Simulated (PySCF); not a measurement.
# AlF: energy against distance

Set-up: Al STO-3G, F STO-3G; no relativity (PySCF 2.14). Energies in eV from Al + F in their ground configurations at the same level. State: ¹Σ⁺ (singlet), closed shell.

All columns are M06. A positive dipole means Al(−)F(+).

| R (Å) | E (eV) | μ (D) | Mulliken charge on Al (basis-dependent) | HOMO (eV) | LUMO (eV) | Mayer bond order | ⟨S²⟩ |
| --- | --- | --- | --- | --- | --- | --- | --- |
| 1.410 | -6.686 | -0.01 | 0.33 | -1.56 | 7.21 | 1.18 | 0.00 |
| 1.476 | -7.449 | -0.18 | 0.32 | -1.66 | 6.94 | 1.20 | 0.00 |
| 1.542 | -7.868 | -0.37 | 0.32 | -1.77 | 6.67 | 1.20 | 0.00 |
| 1.591 | -8.016 | -0.54 | 0.32 | -1.85 | 6.49 | 1.20 | 0.00 |
| 1.640 | -8.053 | -0.71 | 0.31 | -1.92 | 6.31 | 1.19 | 0.00 |
| 1.689 | -8.003 | -0.89 | 0.32 | -1.98 | 6.14 | 1.18 | 0.00 |
| 1.755 | -7.833 | -1.15 | 0.32 | -2.03 | 5.93 | 1.17 | 0.00 |
| 1.837 | -7.498 | -1.48 | 0.33 | -2.05 | 5.69 | 1.15 | 0.00 |
| 1.935 | -6.977 | -1.88 | 0.34 | -1.98 | 5.43 | 1.13 | 0.00 |
| 2.066 | -6.173 | -2.42 | 0.35 | -1.27 | 5.13 | 1.09 | 0.00 |

A fit through these points gives, at Re = 1.635 Å, μ = -0.69 D and dμ/dR = -3.62 D/Å; the reduced mass is 11.15 u.

**Question.** How strong is the fundamental in the double-harmonic approximation, I = 42.26·(dμ/dR)²/μred km/mol?

**Answer.** I = 42.26·(-3.62)²/11.15 = 49.7 km/mol at M06.

STO-3G is very small, so such numbers show the basis as much as the molecule.
